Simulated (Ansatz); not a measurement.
**ClHSSi: functionals against CCSD(T) at one geometry**

The task here is to estimate one member of a computed series from the others.

The runs use Ansatz 0.2.0, Gaussian basis; single points in def2-TZVPP.

Correlated methods freeze the cores.

### Starting geometry

SMILES `S[Si]Cl`, 4 atoms, charge 0, spin multiplicity 1.

Atoms are counted from 1 here; the program's logs count them from 0.

Bond lengths: S1–Si2 2.176 Å, S1–H4 1.329 Å, Si2–Cl3 2.041 Å. Angles: Si2–S1–H4 95.5°, S1–Si2–Cl3 99.2°.

Coordinates:

```
S    -0.1298    0.9624   -0.5919
Si   -0.1865   -0.9327    0.4753
Cl    1.7769   -1.0591    1.0193
H    -1.4197    0.9676   -0.9128
```

The first run:

run/in.yaml reads:

```yaml
crystal:
  periodic: [false, false, false]
  atoms:
    - {symbol: S, position_ang: [-0.129800, 0.962400, -0.591900]}
    - {symbol: Si, position_ang: [-0.186500, -0.932700, 0.475300]}
    - {symbol: Cl, position_ang: [1.776900, -1.059100, 1.019300]}
    - {symbol: H, position_ang: [-1.419700, 0.967600, -0.912800]}
basis:
  gaussian: {orbitals: def2-TZVPP}
correlation: {method: ccsd_t}
output: {forces: true}
```

No record of the launch command was kept for these runs.

Steps of the session up to this table: CCSD(T)/def2-TZVPP; PBE0-D4/def2-TZVPP; wB97M-V/def2-TZVPP; r2SCAN-D4/def2-TZVPP; PBE-D4/def2-TZVPP; B97M-V/def2-TZVPP; CAM-B3LYP-D4/def2-TZVPP.

One of the session's tables, all rows but one given; the rest of the session is left out.

| method | RMS force component (eV/Å) | angle to CCSD(T) forces (°) | dipole (D) |
| --- | --- | --- | --- |
| CCSD(T) | 0.412 | reference | 1.32 |
| PBE0-D4 | 0.420 | 8.2 | 1.33 |
| wB97M-V | 0.427 | 4.7 | 1.42 |
| r2SCAN-D4 | 0.430 | 7.0 | 1.27 |
| PBE-D4 | ? | ? | ? |
| B97M-V | 0.381 | 5.2 | 1.29 |
| CAM-B3LYP-D4 | 0.401 | 8.2 | 1.43 |

Estimate the missing values for PBE-D4.

The run gave: RMS force component (eV/Å): 0.545; angle to CCSD(T) forces (°): 18.6; dipole (D): 1.24. In the column «RMS force component (eV/Å)» it is the highest.
